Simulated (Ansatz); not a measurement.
A made-up structure of SiHS₂, doublet:

Si1  (0.492, -0.338, 0.049)
S2  (-0.430, 1.670, 0.334)
S3  (-1.578, -0.157, -0.755)
H4  (1.516, -1.174, 0.373)
(Å)

It is relaxed with PBE-D4/def2-SVP and then PBE0-D4/def2-TZVP (Ansatz 0.2.0). Atoms count as bonded within 1.22 times the sum of their covalent radii (H–H: 0.88 Å). The end point is not checked to be a true minimum.

**Question.** Does its bonding change? (A judgement: the text doesn't fix the answer.)

**Answer.** The calculation gives: No: no bond forms or breaks.

Where it ends: The first stage lowers the energy by 1.48 eV in 7 steps. It ends as SiHS₂ ([SiH]1[S][S]1):
Si1  (0.639, -0.163, -0.401)
S2  (-0.429, 1.459, 0.398)
S3  (-1.453, -0.172, -0.575)
H4  (1.243, -1.125, 0.578)
(Å)

Labels in which every atom is bracketed show which atoms are joined, not bond orders.

For scale, one of the runs: PBE0-D4/def2-TZVP relaxation, 117 basis functions, launched by `ansatz run in.yaml --threads 2 --pin off --events-out ev --progress --plain --max-ram 4352MiB`. The run took about 19 s on 2 CPU threads of an Arm Neoverse V1 (shared host).
